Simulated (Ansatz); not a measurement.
Geometry optimisation, RKS PBE0/def2-SVP (Ansatz).

Input:

```yaml
crystal:
  periodic: [false, false, false]
  atoms:
    - { symbol: B, position_ang: [-0.473809, 0.240616, -1.243884] }
    - { symbol: "N", position_ang: [0.677149, -0.144025, 1.246592] }
    - { symbol: H, position_ang: [0.521655, 0.594835, 1.932248] }
    - { symbol: H, position_ang: [1.263294, -0.854394, 1.683857] }
    - { symbol: H, position_ang: [1.209016, 0.27709, 0.458545] }
    - { symbol: O, position_ang: [-1.143628, -0.469305, -0.433104] }
    - { symbol: H, position_ang: [-0.511877, -0.491517, 0.436845] }
basis:
  gaussian: { orbitals: def2-SVP }
hamiltonian:
  xc: pbe0
relax:
  f_tol: 0.03
  max_steps: 50
output:
  orbitals: {}
```

Run as:

```bash
$ ansatz run input.yaml --threads 1 --pin off --max-ram 2048MiB --backend cpu --events-out ev --progress --plain --runs-dir out
```

**Question.** Where does it end, and by what steps?

**Answer.** The forces met the threshold. The force dipped under the threshold on the way, but the program's further checks kept it going. After 17 steps the energy has fallen by 0.284 eV; B1 moved furthest, 1.09 Å.

```
step  energy less start (eV)  largest force component (eV/Å)  accepted
   0                  0.0000                           0.807       yes
   1                 -0.1125                           0.813       yes
   2                 -0.1670                           1.069       yes
   3                 -0.1902                           2.704       yes
   4                 -0.2495                           0.784       yes
   5                 -0.2699                           0.355       yes
   6                 -0.2408                           2.021        no
   7                 -0.2784                           0.087       yes
   8                 -0.2807                           0.033       yes
   9                 -0.2811                           0.101       yes
  10                 -0.2825                           0.021       yes
  11                 -0.2295                           2.157        no
  12                 -0.2826                           0.032       yes
  13                 -0.2826                           0.097        no
  14                 -0.2829                           0.042       yes
  15                 -0.2830                           0.158       yes
  16                 -0.2831                           0.084       yes
  17                 -0.2845                           0.013       yes
```

```xyz
7
Properties=species:S:1:pos:R:3
B -1.401 -0.119 -1.700
N 0.820 -0.083 1.326
H 0.489 0.503 2.093
H 1.081 -0.984 1.726
H 1.673 0.346 0.967
O -0.908 -0.295 -0.550
H -0.213 -0.215 0.218
```

Whether the end is a true minimum wasn't checked by a vibrational analysis.

The run took 34 s on 1 thread of Intel(R) Xeon(R) Platinum 8259CL CPU @ 2.50GHz (Skylake/Cascade Lake), on a shared host, peak memory 0.15 GiB.
